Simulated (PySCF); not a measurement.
Work out the structure from these simulated measurements.

Formula: CHO3; charge -1.

* 13C NMR: chemical shifts (computed TMS as zero) by class: 157.4 (1 C) ppm [GIAO PBE0/pcSseg-1]
* NMR, other nuclei: isotropic shieldings of nuclei other than C and H, by class: 111 (2 O), 151 (1 O) ppm [GIAO PBE0/pcSseg-1]
* Couplings: largest of the computed one-bond spin–spin couplings (means over like bonds): 17O–1H -64.1, 17O–13C +29.1, 17O–13C +23.1 (×2) Hz [B3LYP/pcJ-1]
* 1H NMR: chemical shifts (computed TMS as zero) by class: 2.36 (1 H) ppm [GIAO PBE0/pcSseg-1]
* Rotational structure: rotational constants A, B, C: 12.574, 11.462, 5.996 GHz [GFN2-xTB]

The electronic properties come from PySCF, for the isolated species, density fitting. Levels stand in brackets. The structure is a single GFN2-xTB conformer in the gas phase; no vibrational or solvent corrections. No diffuse functions stand in pcJ-1 and pcSseg-1, which bears on an anion's orbital energies. NMR classes are plain means over equivalent atoms (diastereotopic ones count apart unless rotation or inversion swaps them), as if these changed places fast.

Question: What is the compound? Reason from the data.

Answer: Numbering: `[O:1]=[C:2]([O-:3])[OH:4]`. The one carbon: carbonate carbon [C2] (157.4 ppm). The one hydrogen (2.36 ppm): acid proton. The other shieldings belong to: 111 ppm, oxygen bonded to C [O1/O3]; 151 ppm, acid hydroxyl oxygen [O4]. The couplings run between: -64.1 Hz, acid hydroxyl oxygen [O4] and its hydrogen; +29.1 Hz, acid hydroxyl oxygen [O4] and carbonate carbon [C2]; +23.1 Hz, oxygen bonded to C [O1] and carbonate carbon [C2] (with 1 like pair). The optimised geometry has point group Cs and is an asymmetric top. Structure: bicarbonate, `O=C([O-])O`. The assignments are read from this structure; whether some other isomer fits the data as well wasn't checked.

Shape of the structure used: `[O:1]=[C:2]([O-:3])[OH:4]`: H–O4–C2–O1 0°.
